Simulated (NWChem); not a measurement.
System: propene (C$_{3}$H$_{6}$); SMILES C=CC

NWChem input:

```
start job
memory heap 200 mb stack 900 mb global 1100 mb
geometry units angstroms noautosym nocenter noautoz
  C     -0.166705    -1.233762     0.000000
  C      0.453203     0.131215     0.000000
  C     -0.219299     1.295222     0.000000
  H      0.152738    -1.821102    -0.888097
  H      0.152738    -1.821102     0.888097
  H     -1.273936    -1.184400     0.000000
  H      1.559069     0.161359     0.000000
  H     -1.322382     1.321560     0.000000
  H      0.304101     2.263955     0.000000
end
basis spherical
  C library def2-svp
  H library def2-svp
end
dft
  xc xpbe96 cpbe96
  iterations 150
end
cosmo
  do_cosmo_smd true
  solvent water
end
task dft energy
```

NWChem printed, in part:

```
             Northwest Computational Chemistry Package (NWChem) 7.3.0
             --------------------------------------------------------

                             Geometry "geometry" -> ""
                             -------------------------

 Output coordinates in angstroms (scale by  1.889725989 to convert to a.u.)

  No.       Tag          Charge          X              Y              Z
 ---- ---------------- ---------- -------------- -------------- --------------
    1 C                    6.0000    -0.16670500    -1.23376200     0.00000000
    2 C                    6.0000     0.45320300     0.13121500     0.00000000
    3 C                    6.0000    -0.21929900     1.29522200     0.00000000
    4 H                    1.0000     0.15273800    -1.82110200    -0.88809700
    5 H                    1.0000     0.15273800    -1.82110200     0.88809700
    6 H                    1.0000    -1.27393600    -1.18440000     0.00000000
    7 H                    1.0000     1.55906900     0.16135900     0.00000000
    8 H                    1.0000    -1.32238200     1.32156000     0.00000000
    9 H                    1.0000     0.30410100     2.26395500     0.00000000

 Effective nuclear repulsion energy (a.u.)      70.1076062172

  pbe96 is a nonlocal functional; adding pw91lda local functional.

                                 NWChem DFT Module
                                 -----------------

 Summary of "ao basis" -> "ao basis" (spherical)
 ------------------------------------------------------------------------------
       Tag                 Description            Shells   Functions and Types
 ---------------- ------------------------------  ------  ---------------------
 C                          def2-svp                 6       14   3s2p1d
 H                          def2-svp                 3        5   2s1p

 in cosmo_initialize ...
 calling solv_data for solv:h2o

 solvent parameters
 solvname_short: h2o
 solvname_long:  water
 dielec:       78.4000
 dielecinf:     1.7769
 aqueous SMD model solvent descriptors
 dielec:       78.4000
 sola:          0.8200

          ---------------
          -cosmo- solvent
          ---------------
 Cosmo: York-Karplus, doi: 10.1021/jp992097l
 dielectric constant -eps-     =  78.40
 screen = (eps-1)/(eps    )    =   0.98724
 surface charge correction     = lagrangian

   van der Waals surface
 --------------------------

 ---------- ATOMIC COORDINATES (A.U.) ------------ VDWR(ANG.) --
     1   -0.31502677   -2.33147212    0.00000000     1.850
     2    0.85642949    0.24796040    0.00000000     1.850
     3   -0.41441502    2.44761467    0.00000000     1.850
     4    0.28863297   -3.44138378   -1.67825998     1.200
     5    0.28863297   -3.44138378    1.67825998     1.200
     6   -2.40738997   -2.23819146    0.00000000     1.200
     7    2.94621321    0.30492430    0.00000000     1.200
     8   -2.49893963    2.49738628    0.00000000     1.200
     9    0.57466756    4.27825460    0.00000000     1.200
 number of segments per atom =        128
 number of   points per atom =        128
 atom (   nspa,  nppa )
 ----------------------
    1 (     60,     0 )       0
    2 (     40,     0 )       0
    3 (     66,     0 )       0
    4 (     55,     0 )       0
    5 (     55,     0 )       0
    6 (     56,     0 )       0
    7 (     54,     0 )       0
    8 (     54,     0 )       0
    9 (     54,     0 )       0
 number of -cosmo- surface points =      494
 molecular surface =     83.038 angstrom**2
 molecular volume  =     64.188 angstrom**3
 -lineq- algorithm             =   0
 -bem- low  level              =   3
 -bem- from -octahedral-
 gaussian surface charge width =   4.50000
 degree of switching           =   1.00000
 switching function tolerance  =   0.00010
 atomic radii =
 --------------
    1  6.000  1.850
    2  6.000  1.850
    3  6.000  1.850
    4  1.000  1.200
    5  1.000  1.200
    6  1.000  1.200
    7  1.000  1.200
    8  1.000  1.200
    9  1.000  1.200
 ...... end of -cosmo- initialization ......

 nat:                     9
 ixmem:                  4523
 calling mnsol_interface()
 G(SMD-CDS) energy (kcal/mol)  =     3.200
 SMD-CDS SASA (angstrom**2)    =   114.382

[...]

                                COSMO-SMD solvation results
                                ---------------------------

             internal energy in gas <Psi(g)|H|Psi(g)> =      -117.646617308846
         internal energy in solvent <Psi(s)|H|Psi(s)> =      -117.646306536417
                               delta internal energy  =         0.000310772429 (    0.20 kcal/mol)
   total free energy in solvent <Psi(s)|H+V/2|Psi(s)> =      -117.649323763914
 polarization energy contribution <Psi(s)|V/2|Psi(s)> =        -0.003017227497 (   -1.89 kcal/mol)
    total free energy in solvent including G(SMD-CDS) =      -117.644224776475
                       G(SMD-CDS) energy contribution =         0.005098987438 (    3.20 kcal/mol)
     1 M fixed-concentration free energy of solvation =         0.002392532371 (    1.50 kcal/mol)

                       DFT Final Molecular Orbital Analysis
                       ------------------------------------

 Vector   10  Occ=2.000000D+00  E=-3.224262D-01
              MO Center= -1.6D-01, -4.5D-01, -3.7D-09, r^2= 2.9D+00
   Bfn.  Coefficient  Atom+Function         Bfn.  Coefficient  Atom+Function
  ----- ------------  ---------------      ----- ------------  ---------------
     5      0.285200  1 C  py                33      0.272923  3 C  py
    53      0.251229  6 H  s                  4     -0.244233  1 C  px
    19     -0.217121  2 C  py                68      0.202763  9 H  s
    43     -0.189380  4 H  s                 48     -0.189380  5 H  s
     8      0.136865  1 C  py                69      0.113704  9 H  s

 Vector   11  Occ=2.000000D+00  E=-3.000922D-01
              MO Center=  9.7D-02,  3.2D-01,  7.8D-11, r^2= 2.8D+00
   Bfn.  Coefficient  Atom+Function         Bfn.  Coefficient  Atom+Function
  ----- ------------  ---------------      ----- ------------  ---------------
    58      0.303358  7 H  s                 18      0.299123  2 C  px
    32     -0.242437  3 C  px                63      0.243126  8 H  s
     4     -0.212305  1 C  px                68     -0.206309  9 H  s
    53      0.181861  6 H  s                  5     -0.175491  1 C  py
    59      0.176084  7 H  s                 64      0.156988  8 H  s

 Vector   12  Occ=2.000000D+00  E=-2.300853D-01
              MO Center=  6.7D-02,  5.2D-01,  1.0D-08, r^2= 2.1D+00
   Bfn.  Coefficient  Atom+Function         Bfn.  Coefficient  Atom+Function
  ----- ------------  ---------------      ----- ------------  ---------------
    34      0.414211  3 C  pz                20      0.370654  2 C  pz
    37      0.295534  3 C  pz                23      0.246912  2 C  pz
    43      0.144457  4 H  s                 48     -0.144457  5 H  s
     6     -0.138372  1 C  pz                44      0.093073  4 H  s
    49     -0.093073  5 H  s                  9     -0.065946  1 C  pz

 Vector   13  Occ=0.000000D+00  E=-2.394190D-02
              MO Center=  1.1D-01,  5.8D-01, -5.8D-10, r^2= 2.3D+00
   Bfn.  Coefficient  Atom+Function         Bfn.  Coefficient  Atom+Function
  ----- ------------  ---------------      ----- ------------  ---------------
    23      0.620180  2 C  pz                37     -0.606886  3 C  pz
    20      0.463614  2 C  pz                34     -0.422282  3 C  pz
    44      0.176726  4 H  s                 49     -0.176726  5 H  s
    43      0.120221  4 H  s                 48     -0.120221  5 H  s
    11      0.029226  1 C  d -1

 Vector   14  Occ=0.000000D+00  E= 5.525095D-02
              MO Center=  2.9D-01, -6.8D-01,  4.9D-09, r^2= 6.7D+00
   Bfn.  Coefficient  Atom+Function         Bfn.  Coefficient  Atom+Function
  ----- ------------  ---------------      ----- ------------  ---------------
     3      2.122560  1 C  s                 44     -1.001202  4 H  s
    49     -1.001202  5 H  s                 59     -0.831749  7 H  s
    54     -0.720261  6 H  s                 69     -0.698235  9 H  s
    31      0.654604  3 C  s                 21      0.471664  2 C  px
    64     -0.370346  8 H  s                 17      0.320763  2 C  s

 Vector   15  Occ=0.000000D+00  E= 7.588200D-02
              MO Center= -3.1D-01,  1.3D-01,  8.4D-10, r^2= 6.0D+00
   Bfn.  Coefficient  Atom+Function         Bfn.  Coefficient  Atom+Function
  ----- ------------  ---------------      ----- ------------  ---------------
    54     -1.156636  6 H  s                 59      1.155719  7 H  s
     3      1.144503  1 C  s                 64     -1.002131  8 H  s
    17     -0.902533  2 C  s                 35     -0.549297  3 C  px
    69      0.493226  9 H  s                  7     -0.409539  1 C  px
    21     -0.350361  2 C  px                31      0.329703  3 C  s

     Multipole analysis of the density
     ---------------------------------

     L   x y z        total         alpha         beta         nuclear
     -   - - -        -----         -----         ----         -------
     0   0 0 0     -0.000000    -12.000000    -12.000000     24.000000

     1   1 0 0      0.049839      0.048048      0.048048     -0.046257
     1   0 1 0     -0.246100     -0.195162     -0.195162      0.144224
     1   0 0 1     -0.000000     -0.000000     -0.000000      0.000000

     2   2 0 0    -13.976801    -20.610389    -20.610389     27.243978
     2   1 1 0     -0.112788     -0.112786     -0.112786      0.112785
     2   1 0 1      0.000000      0.000000      0.000000      0.000000
     2   0 2 0    -13.977459    -68.117484    -68.117484    122.257510
     2   0 1 1     -0.000000     -0.000000     -0.000000      0.000000
     2   0 0 2    -16.016050    -10.824582    -10.824582      5.633113
```

Level: PBE/def2-SVP, SMD on the gas-phase geometry. Geometry: optimised at PBE-D3(BJ)/def2-SVP. Solvent: water.
